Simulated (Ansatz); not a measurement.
**CH₂, triplet: up the ladder of correlation methods**

Computed with Ansatz's Gaussian-basis code (development build); BCCD by scripts on PySCF. Settings: STO-3G; 1 core orbital frozen; no relativity. Perturbation and coupled-cluster methods stand on the Hartree–Fock determinant that coupled cluster favours; RHF here means ROHF, with semicanonical perturbation theory. The state met can differ between shapes. A minimal or small basis: far from the basis limit. The unrestricted determinant is a mixture of spins, so it may stand for another state.

Shape A. A bond is stretched, to 2.48 times the sum of the covalent radii.

```xyz
3

C     0.0000    0.0000    0.0000
H     0.0000    2.4453    1.0374
H     0.0000   -0.9900    0.4200
```

Shape B. A bond is stretched, to 1.66 times the sum of the covalent radii.

```xyz
3

C     0.0000    0.0000    0.0000
H     0.0000    1.6335    0.6930
H     0.0000   -0.9900    0.4200
```

Shape C. A bond is stretched, to 1.28 times the sum of the covalent radii.

```
atom   x (Å)    y (Å)   z (Å)
   C  0.0000   0.0000  0.0000
   H  0.0000   1.2573  0.5334
   H  0.0000  -0.9900  0.4200
```

Correlation energy of CCSD(T), then each method's total less that of CCSD(T), in eV:

| case | E corr CCSD(T) | CCSD | BCCD | BCCD(T) | determinant |
| --- | --- | --- | --- | --- | --- |
| A UHF | -0.564 | +0.008 | +0.008 | 0.000 | ⟨S²⟩ = 2.986 |
| B RHF | -2.488 | +0.018 | +0.017 | 0.000 | – |
| B UHF | -1.568 | +0.016 | +0.012 | -0.005 | ⟨S²⟩ = 2.576 |
| C RHF | -1.531 | +0.006 | +0.005 | 0.000 | – |

Q: Give full CI less CCSD(T). Is CCSD(T) good to 1 kcal/mol?

A: A UHF: -0.027 eV (within, spin-contaminated determinant); B RHF: -0.012 eV (within); B UHF: -0.017 eV (within, spin-contaminated determinant); C RHF: -0.004 eV (within).
